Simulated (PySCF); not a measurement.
# C₄H₄F₂: electronic excitations and core binding energies

Wanted: the electronic excitations and core binding energies of C₄H₄F₂ (`CC#CC(F)F`), by calculation.

The runs use PySCF 2.14.0, with density-fitted response routines of our own; the level of theory stands in each step. All values are computed, except where a source is named. Atoms count from 0, in the outputs and in this text.

### 1 The molecule as given

10 atoms, charge 0, multiplicity 1; geometry from: GFN2-xTB.

Bonds of the start (Å): C0–C1 1.44, C1–C2 1.20, C2–C3 1.45, C3–F4 1.36, C3–F5 1.36, C0–H6 1.09, C0–H7 1.09, C0–H8 1.09, C3–H9 1.10.

### 2 Ultraviolet spectrum: CAM-B3LYP/def2-SVPD

The job: settings as JSON, then the geometry in Å.

```
{"job": {"kind": "uv", "xc": "CAM-B3LYP", "basis": "def2-SVPD", "nstates": 8, "ntriplets": 3}, "charge": 0, "multiplicity": 1}
C     -2.072047    -0.070936    -0.166237
C     -0.632849    -0.030619    -0.194573
C      0.565380    -0.020755    -0.247014
C      2.015763     0.036416    -0.251924
F      2.533816    -0.396629     0.928520
F      2.462132     1.310522    -0.415861
H     -2.402763    -0.897742     0.460656
H     -2.459671    -0.208928    -1.174575
H     -2.457847     0.862105     0.241679
H      2.456968    -0.578780    -1.056041
```

Method: TDDFT CAM-B3LYP/def2-SVPD, vertical, gas phase, core orbitals frozen in the response.

Started as:

```
$ OMP_NUM_THREADS=1 python probes_run.py task.json out
```

This one command runs all jobs of the session in turn.

The log of the run:

```text
coarse grid: 9000 points
cycle   1  E = -353.9130110987  dE =  8.970e-01  |g| = 7.204e-01  |ddm| = 8.156e+00
cycle   2  E = -353.8910210306  dE =  2.199e-02  |g| = 8.698e-01  |ddm| = 2.686e+00
cycle   3  E = -354.0120032750  dE = -1.210e-01  |g| = 8.113e-02  |ddm| = 1.224e+00
cycle   4  E = -354.0129615870  dE = -9.583e-04  |g| = 4.214e-02  |ddm| = 2.138e-01
cycle   5  E = -354.0133220224  dE = -3.604e-04  |g| = 1.656e-02  |ddm| = 1.126e-01
cycle   6  E = -354.0133847510  dE = -6.273e-05  |g| = 2.234e-03  |ddm| = 3.603e-02
cycle   7  E = -354.0133860496  dE = -1.299e-06  |g| = 3.168e-04  |ddm| = 1.532e-02
final grid: 89528 points
cycle   8  E = -354.0691028421  dE = -2.283e-05  |g| = 3.958e-03  |ddm| = 1.714e-01
cycle   9  E = -354.0691023241  dE =  5.180e-07  |g| = 4.583e-03  |ddm| = 1.334e-02
cycle  10  E = -354.0691057734  dE = -3.449e-06  |g| = 3.283e-04  |ddm| = 4.579e-03
cycle  11  E = -354.0691057941  dE = -2.062e-08  |g| = 1.104e-04  |ddm| = 7.245e-04
cycle  12  E = -354.0691057967  dE = -2.663e-09  |g| = 3.386e-05  |ddm| = 3.015e-04
cycle  13  E = -354.0691057970  dE = -2.406e-10  |g| = 1.257e-05  |ddm| = 8.103e-05
converged SCF energy = -354.0691057970

Static polarisability (au): isotropic 50.030, principal 38.812 39.903 71.377

Singlet excitations
state   eV       nm        f      main configurations
  1   6.3337    195.8   0.00028   H->L+1 0.85
  2   6.6610    186.1   0.00152   H-1->L+1 0.51, H->L+2 0.32, H->L+3 0.10
  3   6.7422    183.9   0.00071   H-1->L+2 0.62, H-1->L+3 0.19, H->L+1 0.10
  4   7.6477    162.1   0.01420   H->L 0.92
  5   7.7246    160.5   0.01524   H-1->L 0.91
  6   8.6888    142.7   0.16591   H->L+2 0.45, H->L+3 0.43
  7   8.8502    140.1   0.03116   H-1->L+3 0.71, H-1->L+2 0.24
  8   9.3322    132.9   1.01811   H->L+3 0.36, H-1->L+1 0.31, H->L+2 0.12

Triplet excitations (Tamm-Dancoff, eV): 5.3033 5.7637 5.8135
```

Wall time 28 s (1 thread, shared host).

Frontier orbitals and where they lie:

| orbital | eV | atoms |
| --- | --- | --- |
| HOMO−3 | -13.16 | F5 48 %, F4 48 % |
| HOMO−2 | -11.97 | F4 30 %, F5 30 %, C3 18 % |
| HOMO−1 | -9.74 | C2 40 %, C1 37 %, C0 8 % |
| HOMO | -9.67 | C2 39 %, C1 37 %, C0 8 % |
| LUMO | 1.09 | C0 30 %, C1 19 %, C2 13 % |
| LUMO+1 | 1.29 | C1 25 %, C2 23 %, C3 12 % |
| LUMO+2 | 1.35 | C3 20 %, C1 16 %, C2 13 % |

With each of the 8 states as a Gaussian band of 0.4 eV half-width at 1/e, the curve within the window shown has maxima at 161 nm (ε 1,200), 133 nm (ε 42,000) L/(mol cm). Beyond the last state computed it falls off for lack of states. The curve at chosen wavelengths:

nm, ε (L/mol/cm) and a bar:
```
      129      23542 ##################
      132      40011 ##############################
      136      35050 ##########################
      139      21357 ################
      143      10854 ########
      146       6703 #####
      150       2722 ##
      153       1306 #
      157       1028 #
      160       1173 #
      164       1093 #
      167        806 #
      171        402 
      174        210 
      178        107 
      181         94 
      185         97 
      188         94 
      192         77 
      195         59 
      199         37 
      202         24 
      206         12 
      209          7 
      213          3 
      216          2
```

Further results of this job:

| property | computed |
| --- | --- |
| dipole moment (D) | 3.26 |
| polarisability (Å³) | 7.41 |
| HOMO–LUMO gap (eV) | 10.75 |
| −ε(HOMO) (eV) | 9.67 |

### 3 Core holes by ΔSCF: SCAN, X2C

Settings changed since step 2:

```diff
@@ -1,2 +1,2 @@
-{"job": {"kind": "uv", "xc": "CAM-B3LYP", "basis": "def2-SVPD", "nstates": 8, "ntriplets": 3}, "charge": 0, "multiplicity": 1}
+{"job": {"kind": "xps"}, "charge": 0, "multiplicity": 1}
 C     -2.072047    -0.070936    -0.166237
```

Method: delta-SCF UKS SCAN, pcX-2 on the ionised atom, pcseg-1 elsewhere, spin-free X2C.

The log of the run:

```text
ground state, core basis on atom 0 (C), 135 functions
  cycle   1  E = -354.40537197  |g| = 6.92e-01
  cycle   2  E = -354.28948870  |g| = 1.08e+00
  cycle   3  E = -354.48771129  |g| = 1.94e-01
  cycle   4  E = -354.49472156  |g| = 9.89e-02
  cycle   5  E = -354.49704345  |g| = 2.94e-02
  cycle   6  E = -354.49725668  |g| = 4.36e-03
  cycle   7  E = -354.49726087  |g| = 1.24e-03
  cycle   8  E = -354.49726102  |g| = 4.49e-04
  E(ground) = -354.49619634 Eh
hole in C 1s of atom 0
  cycle   1  E = -343.21575423  |g| = 1.50e+00
  cycle   2  E = -342.52082921  |g| = 1.79e+00
  cycle   3  E = -343.51730301  |g| = 6.91e-01
  cycle   4  E = -343.63805258  |g| = 4.92e-01
  cycle   5  E = -343.76262202  |g| = 6.65e-02
  cycle   6  E = -343.76399673  |g| = 3.24e-02
  cycle   7  E = -343.76434449  |g| = 1.06e-02
  cycle   8  E = -343.76439151  |g| = 5.53e-03
  cycle   9  E = -343.76441523  |g| = 2.14e-03
  cycle  10  E = -343.76442868  |g| = 1.54e-03
  cycle  11  E = -343.76443548  |g| = 9.51e-04
  cycle  12  E = -343.76444017  |g| = 7.36e-04
  cycle  13  E = -343.76444158  |g| = 5.25e-04
  cycle  14  E = -343.76444143  |g| = 2.34e-04
  E(ion) = -343.76322579 Eh   <S^2> = 0.7695   hole on atom = 1.000   binding energy = 292.059 eV
ground state, core basis on atom 1 (C), 135 functions
  cycle   1  E = -354.50310518  |g| = 6.08e-02
  cycle   2  E = -354.50271784  |g| = 4.71e-02
  cycle   3  E = -354.50250971  |g| = 5.45e-02
  cycle   4  E = -354.50322307  |g| = 1.20e-02
  cycle   5  E = -354.50326044  |g| = 5.74e-04
  cycle   6  E = -354.50326307  |g| = 1.98e-04
  E(ground) = -354.50334044 Eh
hole in C 1s of atom 1
  cycle   1  E = -343.23234542  |g| = 1.51e+00
  cycle   2  E = -342.02874042  |g| = 2.07e+00
  cycle   3  E = -343.54803583  |g| = 7.43e-01
  cycle   4  E = -343.72032404  |g| = 3.94e-01
  cycle   5  E = -343.78982069  |g| = 1.59e-01
  cycle   6  E = -343.80076249  |g| = 5.60e-02
  cycle   7  E = -343.80204830  |g| = 1.66e-02
  cycle   8  E = -343.80240634  |g| = 9.47e-03
  cycle   9  E = -343.80264430  |g| = 6.08e-03
  cycle  10  E = -343.80277254  |g| = 2.86e-03
  cycle  11  E = -343.80278350  |g| = 2.66e-03
  cycle  12  E = -343.80278632  |g| = 1.20e-03
  cycle  13  E = -343.80278787  |g| = 2.43e-04
  E(ion) = -343.80216034 Eh   <S^2> = 0.8495   hole on atom = 1.000   binding energy = 291.194 eV
ground state, core basis on atom 2 (C), 135 functions
  cycle   1  E = -354.50349341  |g| = 6.48e-02
  cycle   2  E = -354.50199872  |g| = 8.26e-02
  cycle   3  E = -354.50307794  |g| = 5.10e-02
  cycle   4  E = -354.50373694  |g| = 7.86e-03
  cycle   5  E = -354.50374963  |g| = 1.37e-03
  cycle   6  E = -354.50375101  |g| = 2.57e-04
  E(ground) = -354.50415637 Eh
hole in C 1s of atom 2
  cycle   1  E = -343.25278530  |g| = 1.51e+00
  cycle   2  E = -342.11102399  |g| = 2.06e+00
  cycle   3  E = -343.60154313  |g| = 6.98e-01
  cycle   4  E = -343.75668084  |g| = 3.68e-01
  cycle   5  E = -343.81552220  |g| = 1.07e-01
  cycle   6  E = -343.82161946  |g| = 3.70e-02
  cycle   7  E = -343.82227707  |g| = 1.50e-02
  cycle   8  E = -343.82248657  |g| = 9.18e-03
  cycle   9  E = -343.82261196  |g| = 5.32e-03
  cycle  10  E = -343.82269254  |g| = 2.71e-03
  cycle  11  E = -343.82269871  |g| = 9.31e-04
  cycle  12  E = -343.82269935  |g| = 4.16e-04
  E(ion) = -343.82209242 Eh   <S^2> = 0.8201   hole on atom = 1.000   binding energy = 290.674 eV
ground state, core basis on atom 3 (C), 135 functions
  cycle   1  E = -354.50619851  |g| = 6.31e-02
  cycle   2  E = -354.50510447  |g| = 7.25e-02
  cycle   3  E = -354.50566692  |g| = 5.31e-02
  cycle   4  E = -354.50637902  |g| = 1.08e-02
  cycle   5  E = -354.50640157  |g| = 1.12e-03
  cycle   6  E = -354.50640009  |g| = 2.44e-04
  E(ground) = -354.50476484 Eh
hole in C 1s of atom 3
  cycle   1  E = -343.07807786  |g| = 1.50e+00
  cycle   2  E = -338.95299915  |g| = 3.14e+00
  cycle   3  E = -343.24894707  |g| = 8.61e-01
  cycle   4  E = -343.45997263  |g| = 6.16e-01
  cycle   5  E = -343.59670687  |g| = 2.00e-01
  cycle   6  E = -343.60660188  |g| = 1.49e-01
  cycle   7  E = -343.61707777  |g| = 1.95e-02
  cycle   8  E = -343.61726761  |g| = 5.60e-03
  cycle   9  E = -343.61729451  |g| = 2.52e-03
  cycle  10  E = -343.61730622  |g| = 1.95e-03
  cycle  11  E = -343.61731292  |g| = 1.53e-03
  cycle  12  E = -343.61731634  |g| = 9.89e-04
  cycle  13  E = -343.61731829  |g| = 7.05e-04
  cycle  14  E = -343.61732071  |g| = 3.86e-04
  E(ion) = -343.61784205 Eh   <S^2> = 0.7749   hole on atom = 1.000   binding energy = 296.248 eV
ground state, core basis on atom 4 (F), 135 functions
  cycle   1  E = -354.54285344  |g| = 1.17e-01
  cycle   2  E = -354.54249562  |g| = 6.32e-02
  cycle   3  E = -354.54242729  |g| = 6.70e-02
  cycle   4  E = -354.54302961  |g| = 7.86e-03
  cycle   5  E = -354.54304346  |g| = 2.42e-03
  cycle   6  E = -354.54304555  |g| = 5.41e-04
  cycle   7  E = -354.54304327  |g| = 1.55e-04
  E(ground) = -354.54364899 Eh
hole in F 1s of atom 4
  cycle   1  E = -328.17803599  |g| = 2.58e+00
  cycle   2  E = -327.54787024  |g| = 2.38e+00
  cycle   3  E = -328.68637460  |g| = 8.64e-01
  cycle   4  E = -328.82304073  |g| = 6.74e-01
  cycle   5  E = -329.05010687  |g| = 1.91e-01
  cycle   6  E = -329.06790503  |g| = 6.88e-02
  cycle   7  E = -329.06967743  |g| = 2.45e-02
  cycle   8  E = -329.06988429  |g| = 6.02e-03
  cycle   9  E = -329.06990018  |g| = 1.99e-03
  cycle  10  E = -329.06990415  |g| = 8.06e-04
  cycle  11  E = -329.06990435  |g| = 4.11e-04
  E(ion) = -329.07764298 Eh   <S^2> = 0.7577   hole on atom = 1.000   binding energy = 692.965 eV
```

It took 48 s on 1 thread, shared host.

The holes in one table. −ε is the ground-state orbital energy:

| hole | stands for | environment | ΔSCF (eV) | −ε (eV) | ⟨S²⟩ |
| --- | --- | --- | --- | --- | --- |
| C1s on C0 | C0 | propargylic methyl carbon | 292.06 | 274.6 | 0.770 |
| C1s on C1 | C1 | alkyne carbon | 291.19 | 274.3 | 0.850 |
| C1s on C2 | C2 | alkyne carbon | 290.67 | 273.8 | 0.820 |
| C1s on C3 | C3 | propargylic sp3 CH bonded to 2 F | 296.25 | 278.6 | 0.775 |
| F1s on F4 | F4, F5 | fluorine of a CF2 group | 692.97 | 667.0 | 0.758 |

Each hole run stands for the others of its class of like atoms.

### 4 What came out

| quantity | value |
| --- | --- |
| lowest singlet (CAM-B3LYP/def2-SVPD) | 6.33 eV (196 nm), f = 0.000 |
| brightest single state of those computed | state 8, 9.33 eV, f = 1.018 |
| lowest triplet | 5.30 eV |
| C1s binding energies, SCAN/pcX-2 | C3 296.25, C0 292.06, C1 291.19, C2 290.67 eV |
| F1s binding energies, SCAN/pcX-2 | F4 692.97 eV |

In words: The lowest singlet, at 6.33 eV, is HOMO→LUMO+1 0.85 and is dark; of the 8 states computed, the strongest absorption comes from state 8 at 9.33 eV (the last computed, so partners may be missing). The lowest triplet lies 1.03 eV below the lowest singlet (triplets in Tamm-Dancoff, singlets in full TDDFT). The C1s levels kept as sound span 5.57 eV, from C2 (alkyne carbon) up to C3 (propargylic sp3 CH bonded to 2 F).
